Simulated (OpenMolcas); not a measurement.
**BH2Cl (SMILES BCl) at 6 levels**

We compute a comparison of 6 runs (HF/def2-TZVP, B3LYP/6-31G*, BHLYP/def2-TZVP, BLYP/def2-TZVP, PBE0/def2-TZVP, SVWN5/def2-TZVP) of BH2Cl. 

Program for the calculation: OpenMolcas 26.06.

### 1 Starting point

The species is BH2Cl (4 atoms), meant as a singlet with charge 0. SMILES: `BCl`. The coordinates come from a PBE0-D4/def2-TZVP relaxation.

Bond lengths: B1–Cl2 1.733 Å, B1–H3 1.190 Å, B1–H4 1.190 Å. Angles: Cl2–B1–H3 118.1°, Cl2–B1–H4 118.1°, H3–B1–H4 123.7°.

### 2 Energy and forces at HF/def2-TZVP (run 1)

Input file calc.inp:

```
&GATEWAY
  BasLib=$CurrDir
  Coord
  4
  bohr
  B     -0.22053104     0.04100706    -0.14229638
  Cl     2.57947616    -0.74700874     1.36287048
  H     -2.09041504    -1.05730177     0.45429016
  H     -0.16365028     1.64935296    -1.71322570
  Basis=def2-TZVP
  Group=NoSym

&SEWARD

&SCF
  Thresholds=1e-10 1e-07 1e-07 1e-05
  PrOrbitals=1 1

&ALASKA
```

The basis set def2-TZVP is read from a file made from the Basis Set Exchange's data (not shown).

On the command line:

```
$ export MOLCAS_MEM=1860
$ pymolcas calc.inp > calc.log
```

Output:

```text
--- Start Module: gateway ---
[...]
--- Stop Module: gateway /rc=_RC_ALL_IS_WELL_ ---
[...]
      Basis functions           80
[...]
--- Start Module: scf ---
[...]
       Convergence after  13 Iterations
[...]
::    Total SCF energy                               -485.3900079358
[...]
      Total spin, S                                     0.0000000000
[...]
      Total electronic charge=   24.000000
      Total            charge=   -0.000000
[...]
      Dipole Moment (debye):
      Origin of the operator (angstrom)=    0.9427   -0.2765    0.4942
                   X= -7.5241E-01               Y=  2.1186E-01               Z= -4.0459E-01           Total=  8.8017E-01
      Quadrupole Moment (debye*angstrom):
[...]
--- Stop Module: scf /rc=_RC_ALL_IS_WELL_ ---
[...]
--- Start Module: alaska ---
[...]
 *              Molecular gradients               *
 **************************************************
  Irreducible representation: a
 ------------------------------------------------------------------------------------------
                              X                       Y                       Z
 ------------------------------------------------------------------------------------------
  B1                8.99371935809157E-03   -2.49347432503066E-03    4.79517334357560E-03
  CL2              -7.30394204446938E-03    2.05253013004025E-03   -3.92273150340383E-03
  H3               -2.80872872548654E-03   -2.52650653066366E-03    1.76141001148544E-03
  H4                1.11895141185059E-03    2.96745072565519E-03   -2.63385185165399E-03
 ------------------------------------------------------------------------------------------
--- Stop Module: alaska /rc=_RC_ALL_IS_WELL_ ---
[...]
```

It took 6.6 s on 1 thread of Arm Neoverse V1, shared host; peak memory 0.45 GiB.

### 3 Energy and forces at B3LYP/6-31G(d) (Cartesian functions) (run 2)

Input file mol.input:

```
>>> EXPORT MOLCAS_PRINT=2

&gateway
 baslib = $CurrDir
 coord
 4
 angstrom
 B       -0.116700       0.021700      -0.075300
 Cl       1.365000      -0.395300       0.721200
 H       -1.106200      -0.559500       0.240400
 H       -0.086600       0.872800      -0.906600
 basis = 6-31Gs
 group = NoSym

&seward
 gridinput
 Grid=UltraFine
 End of Grid

&scf
 ksdft = B3LYP
 thresholds = 1e-10 1e-07 1e-07 1e-05
 prorbitals = 1 1

&alaska
```

The basis set 6-31G* is read from a file made from the Basis Set Exchange's data (not shown).

On the command line:

```
$ export MOLCAS_MEM=1860
$ pymolcas mol.input > mol.log
```

Output:

```text
--- Start Module: gateway ---
[...]
--- Stop Module: gateway /rc=_RC_ALL_IS_WELL_ ---
[...]
      Basis functions           38
[...]
--- Start Module: scf ---
[...]
       Convergence after  13 Iterations
[...]
::    Total KS-DFT energy                            -486.2694287807
[...]
      Total spin, S                                     0.0000000000
[...]
      Total electronic charge=   24.000000
      Total            charge=   -0.000000
[...]
      Dipole Moment (debye):
      Origin of the operator (angstrom)=    0.9427   -0.2765    0.4942
                   X= -5.6353E-01               Y=  1.5870E-01               Z= -3.0305E-01           Total=  6.5924E-01
      Quadrupole Moment (debye*angstrom):
[...]
--- Stop Module: scf /rc=_RC_ALL_IS_WELL_ ---
[...]
--- Start Module: alaska ---
[...]
 *              Molecular gradients               *
 **************************************************
  Irreducible representation: a
 ------------------------------------------------------------------------------------------
                              X                       Y                       Z
 ------------------------------------------------------------------------------------------
  B1                7.08739201512021E-03   -1.95711492805062E-03    3.77088734730879E-03
  CL2              -7.53797327810801E-03    2.11871184732138E-03   -4.04891635011673E-03
  H3                3.55647913212742E-05   -3.34887358481861E-04    3.40190041622668E-04
  H4                4.15016471664920E-04    1.73290439207108E-04   -6.21610388322758E-05
 ------------------------------------------------------------------------------------------
--- Stop Module: alaska /rc=_RC_ALL_IS_WELL_ ---
[...]
```

Wall time 8.4 s (1 thread of Arm Neoverse V1, shared host); peak memory 0.37 GiB.

### 4 Energy and gradient at BHLYP/def2-TZVP (run 3)

Input file job.inp:

```
&GATEWAY
BASLIB
$CurrDir
BASISSET
B.def2-TZVP....
B1 -0.116700 0.021700 -0.075300 angstrom
End of Basis
BASISSET
Cl.def2-TZVP....
Cl2 1.365000 -0.395300 0.721200 angstrom
End of Basis
BASISSET
H.def2-TZVP....
H3 -1.106200 -0.559500 0.240400 angstrom
H4 -0.086600 0.872800 -0.906600 angstrom
End of Basis
&SEWARD
GRIDINPUT
Grid=UltraFine
End of Grid
&SCF
KSDFT
HYB_GGA_XC_BHANDHLYP
THRESHOLDS
1e-10 1e-07 1e-07 1e-05
PRORBITALS
1 2
&ALASKA
```

The basis set def2-TZVP is read from a file made from the Basis Set Exchange's data (not shown).

On the command line:

```
$ export MOLCAS_MEM=1860
$ pymolcas job.inp > job.log
```

Output:

```text
--- Start Module: gateway ---
[...]
--- Stop Module: gateway /rc=_RC_ALL_IS_WELL_ ---
[...]
      Basis functions           80
[...]
--- Start Module: scf ---
[...]
       Convergence after  12 Iterations
[...]
::    Total KS-DFT energy                            -486.2760134593
[...]
      Total spin, S                                     0.0000000000
[...]
      Total electronic charge=   24.000000
      Total            charge=   -0.000000
[...]
      Dipole Moment (debye):
      Origin of the operator (angstrom)=    0.9427   -0.2765    0.4942
                   X= -5.8416E-01               Y=  1.6450E-01               Z= -3.1414E-01           Total=  6.8337E-01
      Quadrupole Moment (debye*angstrom):
[...]
--- Stop Module: scf /rc=_RC_ALL_IS_WELL_ ---
[...]
--- Start Module: alaska ---
[...]
 *              Molecular gradients               *
 **************************************************
  Irreducible representation: a
 ------------------------------------------------------------------------------------------
                              X                       Y                       Z
 ------------------------------------------------------------------------------------------
  B1                4.71689571210465E-03   -1.29103960950716E-03    2.49745746260688E-03
  CL2              -7.73567449243728E-04    2.14861259241861E-04   -4.12518611054402E-04
  H3               -4.48335884333728E-03   -2.97878494764636E-03    1.77175467761437E-03
  H4                5.40030580457429E-04    4.05496329792787E-03   -3.85669352917350E-03
 ------------------------------------------------------------------------------------------
--- Stop Module: alaska /rc=_RC_ALL_IS_WELL_ ---
[...]
```

Run time: 17 s. Hardware: 1 thread of Arm Neoverse V1, shared host; peak memory 0.45 GiB.

Runs 4 to 5 aren't shown in full; the table further down has their settings and results.

### 5 Energy and forces at SVWN5/def2-TZVP (run 6)

Input file test.input:

```
* BClH2 Kohn-Sham DFT
>>> EXPORT MOLCAS_PRINT=2

&GATEWAY
  BasLib=$CurrDir
  Coord
  4
  angstrom
  B       -0.116700       0.021700      -0.075300
  Cl       1.365000      -0.395300       0.721200
  H       -1.106200      -0.559500       0.240400
  H       -0.086600       0.872800      -0.906600
  Basis=def2-TZVP
  Group=NoSym

&SEWARD
  GridInput
  Grid=UltraFine
  End of Grid

&SCF
  KSDFT=SVWN5
  Thresholds=1e-10 1e-07 1e-07 1e-05
  PrOrbitals=1 2

&ALASKA
```

The basis set def2-TZVP is read from a file made from the Basis Set Exchange's data (not shown).

On the command line:

```
$ export MOLCAS_MEM=1860
$ pymolcas test.input > test.log
```

Output:

```text
--- Start Module: gateway ---
[...]
--- Stop Module: gateway /rc=_RC_ALL_IS_WELL_ ---
[...]
      Basis functions           80
[...]
--- Start Module: scf ---
[...]
       Convergence after  13 Iterations
[...]
::    Total KS-DFT energy                            -484.4924645285
[...]
      Total spin, S                                     0.0000000000
[...]
      Total electronic charge=   24.000000
      Total            charge=   -0.000000
[...]
      Dipole Moment (debye):
      Origin of the operator (angstrom)=    0.9427   -0.2765    0.4942
                   X= -3.1497E-01               Y=  8.8728E-02               Z= -1.6941E-01           Total=  3.6848E-01
      Quadrupole Moment (debye*angstrom):
[...]
--- Stop Module: scf /rc=_RC_ALL_IS_WELL_ ---
[...]
--- Start Module: alaska ---
[...]
 *              Molecular gradients               *
 **************************************************
  Irreducible representation: a
 ------------------------------------------------------------------------------------------
                              X                       Y                       Z
 ------------------------------------------------------------------------------------------
  B1               -7.30592819536113E-03    2.09218728894189E-03   -3.96459841099794E-03
  CL2               4.83986555715887E-03   -1.36468095266373E-03    2.60468441858297E-03
  H3                3.31589175112335E-03    2.57430707773354E-03   -1.67511576588758E-03
  H4               -8.49829112924250E-04   -3.30181341400260E-03    3.03502975829129E-03
 ------------------------------------------------------------------------------------------
--- Stop Module: alaska /rc=_RC_ALL_IS_WELL_ ---
[...]
```

Run time: 13 s. Hardware: 1 thread of Arm Neoverse V1, shared host; peak memory 0.45 GiB.

### 6 Overview of the runs

```tsv
run	level	Cartesian functions	integration grid	energy (Eh)	dipole moment (D)	HOMO energy (eV)	LUMO energy (eV)	wall time
1	HF/def2-TZVP	no	–	-485.390008	0.88	-11.96	1.71	6.6 s
2	B3LYP/6-31G* (Cartesian functions)	yes	UltraFine	-486.269429	0.66	-8.31	-1.76	8.4 s
3	BHLYP/def2-TZVP	no	UltraFine	-486.276013	0.68	-9.93	-0.75	17 s
4	BLYP/def2-TZVP	no	UltraFine	-486.267442	0.38	-7.15	-2.67	18 s
5	PBE0/def2-TZVP	no	UltraFine	-486.094946	0.54	-8.65	-1.82	18 s
6	SVWN5/def2-TZVP	no	UltraFine	-484.492465	0.37	-7.33	-3.11	13 s
```

### 7 What came out

| quantity | value |
| --- | --- |
| run 6: total energy | -484.49246 Eh |
| run 6: dipole moment | 0.37 D |
| run 6: HOMO energy | -7.33 eV |
| run 6: LUMO energy | -3.11 eV |
| run 6: HOMO–LUMO gap | 4.22 eV |
| run 6: largest force on an atom | 0.441 eV/Å |

The dipole moment (its size) runs from 0.37 D (SVWN5/def2-TZVP) to 0.88 D (HF/def2-TZVP). The HOMO–LUMO gap runs from 4.22 eV (SVWN5/def2-TZVP) to 13.67 eV (HF/def2-TZVP). Exact exchange widens orbital gaps. Totals of different functionals can't be ranked against each other. All runs together took 81 s, the longest 18 s.
